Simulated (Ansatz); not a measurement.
# SeBr⁻, singlet: reading a ladder of total energies

Geometry: a PBE0/def2-TZVPD stationary point for this spin.

```xyz
2

Se    0.0000    0.0000    0.0000
Br    0.0000    0.0000    2.3810
```

Basis aug-cc-pVDZ; Ansatz 0.2.0. Only valence electrons are correlated (noble-gas cores and the filled d shells of p-block atoms frozen), which leaves 14 electrons in 44 orbitals. R marks a restricted (for open shells ROHF) determinant. No spin–orbit coupling is included, and no scalar relativity.

Full CI isn't at hand for all of this; RCCSDT(Q) serves as the reference, and is uncertain by the last step of the cluster series or more.

RCCSD has a T1 diagnostic of 0.013 and a largest doubles amplitude of 0.06.

Runs differ by some tens of microhartree through their thresholds, so steps under 0.03 kcal/mol mean nothing.

```csv
level,total energy (hartree)
RHF,-4972.266553
RMP2,-4972.510259
RCCSD,-4972.533087
RCCSD(T),-4972.541755
RCCSDT,-4972.542441
RCCSDT(Q),-4972.543214
```

Question: What is the correlation energy at RCCSDT(Q), and what share of it do RMP2 and RCCSDT recover?

Answer: E(corr) = -4972.543214 − (-4972.266553) = -0.276661 hartree = -7.528 eV. RMP2: -0.243706 / -0.276661 = 88.09 %. RCCSDT: -0.275888 / -0.276661 = 99.72 %.

Question: By how many kcal/mol does RCCSD(T) miss RCCSDT(Q) (1 hartree = 627.509 kcal/mol), and which steps make up the rest?

Answer: -4972.541755 − (-4972.543214) = 0.001459 hartree = 0.92 kcal/mol. Steps: RCCSDT − RCCSD(T) = -0.43, RCCSDT(Q) − RCCSDT = -0.49 kcal/mol. Differences between like states or geometries often cancel part of this.
